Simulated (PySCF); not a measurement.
Compound: propionyl chloride, C3H5ClO.
SMILES: `CCC(=O)Cl`

Torsions of this conformer, `[CH3:1][CH2:2][C:3](=[O:4])[Cl:5]`: C1–C2–C3–O4 1°.

The closed-shell ground state was solved at several levels (PySCF, density fitting, gas phase, non-relativistic). Geometry: PBE0-D3(BJ)/def2-SVP, one conformer, isolated molecule.

| level | basis functions | total energy (Eh) | HOMO (eV) | LUMO (eV) | gap (eV) | dipole (D) |
| --- | --- | --- | --- | --- | --- | --- |
| PBE/pcSseg-2 | 257 | -652.4473 | -7.05 | -2.14 | 4.91 | 2.86 |
| B97-D/pcSseg-2 | 257 | -652.7578 | -7.07 | -2.04 | 5.03 | 2.88 |
| BLYP/pcSseg-2 | 257 | -652.8015 | -6.94 | -2.02 | 4.92 | 2.85 |
| LDA/pcSseg-2 | 257 | -649.7631 | -7.23 | -2.38 | 4.85 | 2.93 |
| KT2/pcSseg-2 | 257 | -659.4051 | -7.20 | -2.07 | 5.13 | 2.90 |
| KT3/pcSseg-2 | 257 | -658.8436 | -7.20 | -2.07 | 5.13 | 2.87 |
| OPBE/pcSseg-2 | 257 | -652.7557 | -7.01 | -2.03 | 4.98 | 2.85 |
| B3LYP/pcSseg-2 | 257 | -652.8858 | -8.31 | -1.28 | 7.03 | 2.94 |
| HF/pcSseg-2 | 257 | -650.9710 | -12.24 | 2.43 | 14.67 | 3.20 |
| BP86/pcSseg-2 | 257 | -652.9145 | -7.15 | -2.22 | 4.93 | 2.87 |

Problem. What might PBE0/pcSseg-2 (257 basis functions) give for the same quantities?

Solution. Total energy -652.4885 Eh, HOMO -8.56 eV, LUMO -1.01 eV, gap 7.55 eV, dipole 2.96 D.

Problem. Over all these levels, which gives the widest orbital gap and which the narrowest?

Solution. HF/pcSseg-2 (Hartree–Fock, all exact exchange) has the widest, 14.67 eV, and LDA/pcSseg-2 (LDA) the narrowest, 4.85 eV. From the narrowest to the widest the HOMO moves by -5.01 eV and the LUMO by +4.81 eV.

Problem. In the pcSseg-2 basis, how does the gap go with the fixed share of exact exchange?

Solution. LDA (0 %) 4.85 eV; PBE (0 %) 4.91 eV; BLYP (0 %) 4.92 eV; BP86 (0 %) 4.93 eV; OPBE (0 %) 4.98 eV; B97-D (0 %) 5.03 eV; KT2 (0 %) 5.13 eV; KT3 (0 %) 5.13 eV; B3LYP (20 %) 7.03 eV; PBE0 (25 %) 7.55 eV; HF (100 %) 14.67 eV. Each rise in the share widens the gap here.

Problem. How far do the dipole and the HOMO energy spread over the levels?

Solution. The dipole runs from 2.85 to 3.20 D (mean 2.92 D) and the HOMO from -12.24 to -6.94 eV.

B97-D is run here without its empirical dispersion term; that term would change no orbital, density or response property at a fixed geometry.
